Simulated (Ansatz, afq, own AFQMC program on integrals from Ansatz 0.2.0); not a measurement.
# Atomization energy of GeHO, doublet

```xyz
3

Ge    0.0000    0.0134    0.3432
O     0.0000   -0.1072   -1.4387
H     0.0000    0.7369   -1.8995
```

Connectivity, by distances: Ge–OH.

Atoms in their ground-state spins without spin–orbit coupling (mostly on UHF) minus the molecule (UHF), without zero-point energy. The geometry is a stationary point, not shown to be a minimum.

Basis cc-pVDZ. Only valence electrons are correlated. Integrals, coupled cluster, full CI and functionals: Ansatz 0.2.0; the random walks run on the same integrals in our own AFQMC program. ph-AFQMC/CISD is guided by a CISD state made of CCSD amplitudes; releasing the constraint for a short imaginary time cuts its bias at the price of noise, slowly where states lie close. Free AFQMC starts from the CCSD state and is never constrained. Its projection time is finite, and what remains of the start isn't in its error. Uncertainties: one standard error, sampling alone. No spin–orbit coupling. The errors of all members are added in quadrature.

No full CI on the walks' own integrals is used here; CCSDT(Q) serves as the reference and is uncertain by about the last step of the cluster series. Each member takes its own surest rung, up to full CI.

The best estimate is CCSD(T) at the basis-set limit (CBS: def2-TZVPP and def2-QZVPP, with their diffuse functions for anions and beside diffuse sets, CCSD(T) itself extrapolated) plus the step from CCSD(T) to CCSDT(Q) in cc-pVDZ. Rows without CBS are in cc-pVDZ, the functionals in def2-TZVP; B2PLYP and the wave-function rows carry a basis error of their own. Core correlation and relativity beyond core potentials are missing, and ± holds the sampling alone.

Cautions: inner d shell frozen; no relativity below Rb; no spin-orbit coupling; GeHO (doublet): the ph-AFQMC/CISD walk drifts between its halves (2.1 errors); other spins of the molecule weren't checked.

Best estimate: 210.0 kcal/mol.

```json
{"level": "HF", "atomization energy (kcal/mol)": "119.4", "error against the best estimate (kcal/mol)": "-90.6"}
{"level": "MP2", "atomization energy (kcal/mol)": "187.8", "error against the best estimate (kcal/mol)": "-22.2"}
{"level": "CCSD", "atomization energy (kcal/mol)": "178.4", "error against the best estimate (kcal/mol)": "-31.6"}
{"level": "CCSD(T)", "atomization energy (kcal/mol)": "181.9", "error against the best estimate (kcal/mol)": "-28.1"}
{"level": "CCSDT", "atomization energy (kcal/mol)": "182.0", "error against the best estimate (kcal/mol)": "-28.0"}
{"level": "CCSDT(Q)", "atomization energy (kcal/mol)": "182.5", "error against the best estimate (kcal/mol)": "-27.5"}
{"level": "ph-AFQMC/CISD", "atomization energy (kcal/mol)": "181.9 ± 0.4", "error against the best estimate (kcal/mol)": "-28.1 ± 0.4"}
{"level": "released AFQMC", "atomization energy (kcal/mol)": "182.1 ± 0.3", "error against the best estimate (kcal/mol)": "-27.9 ± 0.3"}
{"level": "free AFQMC", "atomization energy (kcal/mol)": "182.6 ± 0.4", "error against the best estimate (kcal/mol)": "-27.4 ± 0.4"}
{"level": "HF/CBS", "atomization energy (kcal/mol)": "129.8", "error against the best estimate (kcal/mol)": "-80.2"}
{"level": "MP2/CBS", "atomization energy (kcal/mol)": "216.7", "error against the best estimate (kcal/mol)": "6.7"}
{"level": "CCSD(T)/CBS", "atomization energy (kcal/mol)": "209.4", "error against the best estimate (kcal/mol)": "-0.6"}
{"level": "PBE", "atomization energy (kcal/mol)": "214.3", "error against the best estimate (kcal/mol)": "4.3"}
{"level": "r2SCAN", "atomization energy (kcal/mol)": "208.7", "error against the best estimate (kcal/mol)": "-1.3"}
{"level": "PBE0", "atomization energy (kcal/mol)": "203.7", "error against the best estimate (kcal/mol)": "-6.3"}
{"level": "B3LYP", "atomization energy (kcal/mol)": "206.4", "error against the best estimate (kcal/mol)": "-3.6"}
{"level": "wB97M-V", "atomization energy (kcal/mol)": "207.7", "error against the best estimate (kcal/mol)": "-2.3"}
{"level": "B2PLYP", "atomization energy (kcal/mol)": "205.3", "error against the best estimate (kcal/mol)": "-4.7"}
```

Correlation beyond CCSD(T) adds 0.6 kcal/mol. Going to the basis-set limit adds 27.5 kcal/mol at CCSD(T). The perturbative (T) step is worth +3.5 kcal/mol.

Best estimates are given only where the step beyond CCSD(T) is under 0.3 eV and no member's determinant is very poor (T1 over 0.05, or 0.07 for open shells, ⟨S²⟩ too high by 0.3, two states mixed), so the hardest cases are missing from such tables.

The functionals ran in a triple-zeta set and keep a basis error of their own, a few kJ/mol for each bond in atomization energies and more for double hybrids, so close places among them and the extrapolated levels can swap.

CCSDT and higher add their correlation energy to the determinant of the CCSD(T) run, since their own runs factorise the integrals more tightly (a shift of under 2 meV). Free projections are given only where their last times agree within the noise and don't stop above the reference; a slow remainder of the start can still hide under it. Each member of a difference takes its own highest rung, so a best estimate needn't equal the limit plus the step of one row. A walk keeps the symmetry of its determinant, which the program's search chose and which needn't be the lowest solution, so a lower state of the same spin and another symmetry isn't excluded. Released energies are given only where the last usable release times agree within the noise; a slower fall can still hide under it.
